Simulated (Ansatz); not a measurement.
Hydrogen fluoride at its PBE0-D4/def2-TZVP geometry, where that method's forces vanish. The species carries charge 0 and has multiplicity 1.

```xyz
2

F    -0.0470   -0.1929   -0.4149
H     0.0470    0.1929    0.4149
```

Q: What forces (eV/Å) does B3LYP-D4/def2-TZVPP give on these atoms in Ansatz? (Estimate.)

A: Computed: 
```
F1  -0.013 -0.052 -0.113
H2   0.013  0.052  0.113
```

B3LYP here is the variant with VWN-RPA as its local correlation; programs differ in this.
